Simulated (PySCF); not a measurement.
TDDFT excited states: C4H6N2

C4H6N2.
Numbering: `[CH3:1][n:2]1[cH:3][cH:4][n:5][cH:6]1` (hydrogens: H7, H8, H9 on C1; H10 on C3; H11 on C4; H12 on C6)

Cartesian coordinates in Å at the GFN2-xTB level; atoms count from 1:
```xyz
12
C4H6N2 angstrom
C     -1.6511   -0.2214    0.1524
N     -0.2495    0.0463    0.0068
C      0.7516   -0.8833   -0.0376
C      1.9147   -0.1798   -0.1585
N      1.6505    1.1514   -0.1875
C      0.3548    1.2535   -0.0859
H     -1.8665   -0.6160    1.1489
H     -1.9778   -0.9533   -0.5890
H     -2.2103    0.7022    0.0104
H      0.5530   -1.9339    0.0172
H      2.9196   -0.5447   -0.2264
H     -0.1878    2.1782   -0.0769
```

Method used: TDDFT CAM-B3LYP/def2-SVPD, vertical, gas phase, core orbitals frozen in the response in PySCF 2.14.0, density-fitted response routines.

Problem. What does the calculation give for the low-lying excited states?

Solution. 

```json
{"state": "S1", "λ (nm)": "195.6", "E (eV)": "6.34", "f": "0.0074", "main configurations (H = HOMO, L = LUMO)": "H→L (87%), H→L+2 (10%)"}
{"state": "S2", "λ (nm)": "189.2", "E (eV)": "6.55", "f": "0.156", "main configurations (H = HOMO, L = LUMO)": "H→L+1 (93%)"}
{"state": "S3", "λ (nm)": "185.2", "E (eV)": "6.69", "f": "0.0021", "main configurations (H = HOMO, L = LUMO)": "H-1→L+1 (88%)"}
{"state": "S4", "λ (nm)": "175.7", "E (eV)": "7.06", "f": "0.0012", "main configurations (H = HOMO, L = LUMO)": "H→L+4 (49%), H-2→L+1 (46%)"}
{"state": "S5", "λ (nm)": "172.1", "E (eV)": "7.20", "f": "0.021", "main configurations (H = HOMO, L = LUMO)": "H→L+2 (85%)"}
{"state": "S6", "λ (nm)": "166.3", "E (eV)": "7.46", "f": "0.014", "main configurations (H = HOMO, L = LUMO)": "H→L+3 (59%), H-2→L (33%)"}
{"state": "S7", "λ (nm)": "165.6", "E (eV)": "7.49", "f": "0.0015", "main configurations (H = HOMO, L = LUMO)": "H-2→L (56%), H→L+3 (32%)"}
{"state": "S8", "λ (nm)": "163.4", "E (eV)": "7.59", "f": "0.0080", "main configurations (H = HOMO, L = LUMO)": "H-1→L+4 (82%)"}
```

Triplets (Tamm–Dancoff): T1 4.57 eV, H→L+1 (89%); T2 5.73 eV, H→L+4 (72%), H-2→L+1 (14%); T3 6.00 eV, H-2→L+1 (71%), H→L+4 (14%).

The lowest singlet lies at 6.34 eV (196 nm, vacuum ultraviolet) and is weak; its leading configuration is HOMO→LUMO (87%). The strongest level in the table is S2 at 6.55 eV (189 nm, f = 0.156). Löwdin shares by element: HOMO carbon 74% or more, nitrogen 10% or more (atoms not listed hold the other 16%); LUMO carbon 36% or more, hydrogen 33% or more (atoms not listed hold the other 31%). The oscillator strengths of these states sum to 0.211; summed over the whole spectrum of an exact calculation they would give the number of electrons, 44 (Thomas–Reiche–Kuhn). Of the 8 states listed, 3 reach f = 0.01 and none stays under 0.0005. Weighted by f, the mean energy of these states is 6.72 eV. The window holds the lowest 8 singlets.
